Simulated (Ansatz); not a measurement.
For diamond, PBE-D3(BJ) (plane waves, PAW; Ansatz, a first-principles code) gives:

lattice parameter a: 3.557 Å
high-frequency dielectric constant: 5.83
TO(Γ) frequency: 1306 cm⁻¹
elastic constant C11: 1068 GPa
elastic constant C44: 574 GPa
polycrystal shear modulus: 530 GPa

Problem. What does r²SCAN in Ansatz (plane waves, PAW) give for the same quantities?

Solution. 
- lattice constant a: 3.560 Å (grows by 0.1 %)
- high-frequency dielectric constant: 5.78 (shrinks by 0.9 %)
- zone-centre TO phonon frequency: 1324 cm⁻¹ (grows by 1.4 %)
- elastic constant C11: 1112 GPa (increases by 4.1 %)
- elastic constant C44: 587 GPa (goes up by 2.3 %)
- Voigt–Reuss–Hill shear modulus: 549 GPa (rises by 3.6 %)

For comparison: lattice constant a 3.553 Å (measured, static lattice: zero-point anharmonic expansion removed, our sources range from 3.543 to 3.555; as tabulated in Mejia-Rodriguez and Trickey (2018), arXiv:1807.09216); high-frequency dielectric constant 5.7 (measured, 300 K, not corrected to a static lattice, our sources range from 5.50 to 5.70; as tabulated in Skelton et al. (2020), arXiv:2005.00277); zone-centre TO phonon frequency 1333 cm⁻¹ (measured, low temperature, zero-point motion not removed; as tabulated in Kunc et al. (2003), arXiv:cond-mat/0304692); elastic constant C11 1081 GPa (measured, low temperature, zero-point motion not removed; as tabulated in Tanner et al. (2021), arXiv:2110.11888); elastic constant C44 579 GPa (measured, low temperature, zero-point motion not removed; as tabulated in Tanner et al. (2021), arXiv:2110.11888).

Changes are worked out from the printed values.

Unless a cell is named, each level is at its own relaxed cell (PBE-D3(BJ) 5.63, r²SCAN 5.64 Å³/atom).

Caveats: the dispersion coefficients are held fixed in the derivatives (PBE-D3(BJ)). Ansatz's density-functional and Hartree–Fock values are scalar-relativistic unless marked +SOC, with PAW data made under PBE.
